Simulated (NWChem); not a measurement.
System: C$_{2}$H$_{5}$O, doublet; SMILES [O]CC

Program: NWChem. Spin-unrestricted. The geometry was optimised at PBE-D3(BJ)/def2-SVP, spin-unrestricted. No stability test was run on the SCF state. Level: PBE/def2-SVP with COSMO at NWChem's default radii, gas-phase geometry; the question gives the dielectric constant. Reactions with the solvent are ignored.

Task: Predict the results for dielectric constant 78.4. Quantities: electrostatic solvation energy (kcal/mol); dipole in solution (D).

Result: 
```
Property                                   Value
-----------------------------------------  -----
electrostatic solvation energy (kcal/mol)   -3.8
dipole in solution (D)                      2.67
```
